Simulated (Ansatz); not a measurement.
**PH$_{2}$⁺, triplet in cc-pVTZ: errors against full CI**

Geometry: that of the PH2⁺, singlet, kept fixed. The singlet lies 1.3 eV lower here.

| atom | x (Å) | y (Å) | z (Å) |
| --- | --- | --- | --- |
| P | 0.0000 | -0.0608 | 0.0000 |
| H | 0.0000 | 0.9346 | -1.0256 |
| H | 0.0000 | 0.9346 | 1.0256 |

Basis cc-pVTZ; Ansatz 0.2.0. Only valence electrons are correlated (noble-gas cores frozen), which leaves 6 electrons in 57 orbitals. Prefix R: restricted or restricted open-shell reference; prefix U: unrestricted. Active spaces: valence = (6e, 6o) chosen from the atoms' valence shells.

Full CI is exact within this basis and frozen core; it isn't the basis-set limit. The frozen core follows each run's orbitals, which can shift R against U totals by a few meV.

For open shells CISD is restricted-active-space CI with the open shells as a complete middle space.

The UHF ⟨S²⟩ is 2.006, the T1 diagnostic (RCCSD) is 0.0236 and the largest doubles amplitude (RCCSD) is 0.050. The T1 diagnostic (UCCSD) is 0.0184.

| level | E − E(RHF) (eV) |
| --- | --- |
| UHF | -0.0786 |
| RMP2 | -2.8682 |
| UMP2 | -2.8698 |
| RCCSD | -3.5142 |
| UCCSD | -3.5175 |
| RCCSD(T) | -3.6225 |
| UCCSD(T) | -3.6243 |

Q: Estimate how far full CI in cc-pVTZ lies from RCCSD(T). The table doesn't fix it; the size of (T) and the diagnostics are the guide.

A: Full CI in cc-pVTZ lies 27 meV below RCCSD(T), which is 25 % of the (T) step (-108 meV). The diagnostics are small and one determinant leads, so the series closes fast and only a small part of (T) is left.

The other levels:

| level | E − E(full CI) (meV) | share of correlation (%) | wall time |
| --- | --- | --- | --- |
| CISD | 213 | 94.17 | 1.3 s |
| BCCD(T) | 27 | 99.27 | 1.5 s |
| RCCSDT | 3 | 99.92 | – |
| UCCSDT | 1 | 99.98 | – |
| RCCSDT(Q) | 0 | 99.99 | 2.3 s (H100) |
| UCCSDT(Q) | -2 | 100.05 | 2.6 s (H100) |
| CASSCF (valence space) | 2639 | 27.67 | – |
| NEVPT2 (valence space) | 722 | 80.21 | 0.79 s |
| MRCISD (valence space) | 147 | 95.97 | – |
| MRCISD+Q (valence space) | 28 | 99.22 | 1.7 s (H100) |

The correlation energy at full CI, counted from RHF, is -3.649 eV. That run took 20 s on 2 threads of AMD EPYC 7R13 with a shared H100 80 GB, shared host over 213,814,484 determinants.

Times hold each run's SCF and search for its determinant on a shared host, so for small cases they say little of a method's own cost; rows without a card ran on 1 thread of AMD EPYC 7R13.

The full-CI state has the irrep B1 of C2v, in the program's axes.

Natural occupations of full CI about the gap: 1.951 1.934 0.994 0.985 0.033 0.026 0.014 0.013 0.012 0.008; effectively unpaired electrons, Σ n²(2−n)², 2.03.
